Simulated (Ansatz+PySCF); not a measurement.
Results of a calculation; reference values are marked as such.
Input for Ansatz (development build ahead of 0.2.0):

```yaml
crystal:
  periodic: [false, false, false]
  atoms:
    - { symbol: O, position_ang: [0.0, 0.0, -0.10849] }
    - { symbol: H, position_ang: [0.0, 0.0, 0.86793] }
    - { symbol: H, position_ang: [30.0, 0.0, -1.36958] }
    - { symbol: H, position_ang: [30.0, 0.0, 1.36958] }
basis:
  gaussian: { orbitals: "6-31G" }
magnetization:
  spin_polarized: true
  initial_magnetization: 1
hamiltonian:
  xc: hf
correlation:
  method: mp2
  frozen_orbitals: { H: 0, O: 1 }
scf:
  omitted_lower_state_checks: [stability, starts, atomic_configurations, cluster_reference, orbital_swaps, given_window_search, neighbouring_geometries, increment]
```

The input is written out in the form of the current development build from the run's settings.

Output:

| Property | Result |
| --- | --- |
| Converged | yes |
| Reference energy | -76.35842 hartree |
| Correlation energy | -0.08850 hartree |
| Total energy | -76.44692 hartree |
| Spin squared of the determinant | 1.754 |

This is not the lowest solution: another run reaches a determinant 0.04 eV lower. Caution: bonds are stretched, where a single reference can fail; the unrestricted determinant is a mixture of spin states; the determinant breaks the point group.
